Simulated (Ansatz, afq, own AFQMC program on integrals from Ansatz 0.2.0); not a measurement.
# SnF2, triplet in def2-TZVPP, levels against AFQMC with the constraint released

```xyz
3

Sn    0.0000   -0.3140    0.0000
F     0.0000    0.9810   -1.4340
F     0.0000    0.9810    1.4340
```

Connectivity, by distances: F–Sn–F.

Basis def2-TZVPP with its core potentials. Only valence electrons are correlated. Ansatz 0.2.0 and our own AFQMC program on the same integrals; the CISD trial comes from CCSD amplitudes, and released means the phaseless constraint is let go. ± is one standard error of the sampling. No spin–orbit coupling.

Determinant: UHF, the one that the program's search chose, which needn't be the lowest solution. The geometry is a PBE0/def2-TZVP stationary point of this or a neighbouring charge and spin state.

No full CI on the walks' own integrals is used here. The released AFQMC energy serves as the reference, which it does only where one determinant dominates, the energy is flat over the last release times and near the phaseless one (40 meV or 2 meV an electron, half that with transition metals). On small molecules, where full CI could be run and the noise was under 10 meV, such values lay within 10 meV of it in 19 cases of 20, a flattering rate, since the rule was set on those same cases; what remains of the bias isn't in the error bar.

Cautions: no spin-orbit coupling; inner d shell frozen; another spin lies lower (by 3.43 eV); the released value is read at 1.50 1/Eh with a noise of 23 meV, more than in the cases checked (meV from the phaseless value at times in 1/Eh: 20 ± 11 at 0.24, 15 ± 13 at 0.51, -6 ± 17 at 0.99, 11 ± 23 at 1.50).

```
T1 diagnostic                               : 0.0192
weight of the determinant in the CISD state : 0.877
⟨S²⟩ of the determinant                     : 2.008
size of the correlated space                : 18 electrons in 101 orbitals
```

```json
{"level": "MP2", "correlation energy (eV)": "-15.5614"}
{"level": "CCSD", "correlation energy (eV)": "-15.5161"}
{"level": "CCSD(T)", "correlation energy (eV)": "-16.0115"}
```

**Question.** Estimate where AFQMC with the constraint released lies against CCSD(T) on the same integrals.

**Answer.** 2.5 ± 2.2 kJ/mol below CCSD(T). The gap is under twice the noise, so this walk alone can't tell the two apart.

Reference: AFQMC with the constraint released, correlation energy -16.038 ± 0.023 eV.

```
        level  E − E(reference) (kJ/mol)  share of correlation (%)
      CCSD(T)                  2.5 ± 2.2                     99.84
ph-AFQMC/CISD                 -1.1 ± 2.5                    100.07
```

A walk keeps the symmetry of its determinant, which the program's search chose and which needn't be the lowest solution, so a lower state of the same spin and another symmetry isn't excluded. Released energies are given only where the last usable release times agree within the noise; a slower fall can still hide under it.
